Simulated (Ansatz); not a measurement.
Ideal-gas functions of C$_{2}$H$_{3}$F$_{2}$N, SMILES `F/C=N\CF` at 600 K and 1 bar, from an Ansatz frequency run at PBE0-D4/def2-TZVP.

Molar mass 79.05 g/mol, point group Cs (symmetry number 1), electronic degeneracy 1, moments of inertia 53.603, 113.375, 163.769 u Å². Harmonic wavenumbers (cm⁻¹, unscaled): 96, 194, 443, 444, 788, 953, 1011, 1046, 1095, 1150, 1298, 1396, 1417, 1482, 1844, 3056, 3100, 3191.

Use S(trans) = R[1.5 ln M + 2.5 ln T − 1.1517]; rotational temperatures θ = 24.2544 K / I; S(rot) = R[ln(√π/σ · √(T³/θAθBθC)) + 1.5]; for each mode x = 1.438777 ν̃/T, S = R[x/(eˣ − 1) − ln(1 − e⁻ˣ)] and H = RT x/(eˣ − 1); 1 cm⁻¹ = 0.0119627 kJ/mol; R = 8.31446 J/(mol·K).

Problem. By hand: the entropy, in J/(mol·K).

Solution. Translation 177.9. Rotation: θ = 0.4525, 0.2139, 0.1481 K, giving 114.7. Vibration, mode by mode: 20.54, 14.75, 8.19, 8.18, 4.16, 3.04, 2.73, 2.55, 2.33, 2.10, 1.58, 1.31, 1.26, 1.11, 0.55, 0.05, 0.04, 0.03, in all 74.5. Electronic 0.0. Sum 367.1 J/(mol·K).

Problem. By hand: H − E and G − E in kJ/mol, counted from the electronic energy.

Solution. Zero-point energy ½ × 24004 × 0.0119627 = 143.6; thermal vibration 23.9; translation, rotation and pV give 4 RT = 20.0. H − E = 187.5 kJ/mol, and G − E = 187.5 − 600 × 367.1/1000 = -32.8 kJ/mol.

Vibration gives 20 % of the entropy, 20.5 J/(mol·K) of it from the mode under 150 cm⁻¹: soft modes count most, and the harmonic formula is weakest for them. The sum counts one conformer and one mirror image; others add a mixing term.
